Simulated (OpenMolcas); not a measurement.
# HF/3-21G (RICD fitting, PCM tetrahydrofuran) run of CH2BN (SMILES B1C=N1)

We compute a geometry optimisation of CH2BN. 

The results are computed with OpenMolcas 26.06.

### 1 Starting point

CH2BN has 5 atoms, charge 0, and is taken as a singlet. SMILES: `B1C=N1`. Geometry: a GFN2-xTB relaxation, a rough one for these elements and not checked as a minimum. The run starts from this shape.

Bond lengths: B1–C2 1.457 Å, B1–N3 1.444 Å, C2–N3 1.300 Å, B1–H4 1.146 Å, C2–H5 1.069 Å. Angles: B1–C2–N3 62.8°, C2–B1–N3 53.3°, B1–N3–C2 63.9°, B1–C2–H5 165.5°, N3–C2–H5 131.7°, C2–B1–H4 159.4°, N3–B1–H4 147.3°.

### 2 A structure relaxation at HF/3-21G (RICD fitting, PCM tetrahydrofuran)

Contents of struct.xyz:

```xyz
5

B     -0.695180    -0.126390    -0.264490
C      0.611740     0.300510     0.218960
N      0.366640    -0.976610     0.219110
H     -1.756790    -0.056700    -0.690500
H      1.473590     0.859180     0.516910
```

Contents of job.inp:

```
>>> EXPORT MOLCAS_PRINT=2
&gateway
coord=struct.xyz
basis=3-21G
group=NoSym
ricd
rf-input
PCM-Model
Solvent=tetrahydrofuran
End of RF-Input
>>> EXPORT MOLCAS_MAXITER=40
>>> Do While
&seward
&scf
prorbitals=0
&slapaf
>>> EndDo
```

Started as:

```bash
$ export MOLCAS_MEM=1860
$ pymolcas job.inp > job.log
```

What values should one expect? Wanted: total energy at the end; dipole moment; HOMO energy; LUMO energy; HOMO–LUMO gap.

**Answer.** As computed:

Level: HF/3-21G (RICD fitting, PCM tetrahydrofuran).

| quantity | value |
| --- | --- |
| total energy at the end | -117.43795 Eh |
| dipole moment | 2.50 D |
| HOMO energy | -10.63 eV |
| LUMO energy | 4.07 eV |
| HOMO–LUMO gap | 14.70 eV |

What this shows: At the final geometry: Bond lengths: B1–C2 1.467 Å, B1–N3 1.471 Å, C2–N3 1.314 Å, B1–H4 1.198 Å, C2–H5 1.070 Å. Angles: B1–C2–N3 63.6°, C2–B1–N3 53.1°, B1–N3–C2 63.3°, B1–C2–H5 164.9°, N3–C2–H5 131.5°, C2–B1–H4 160.7°, N3–B1–H4 146.2°. The optimisation took 7 steps and changed the energy by -0.046 eV.
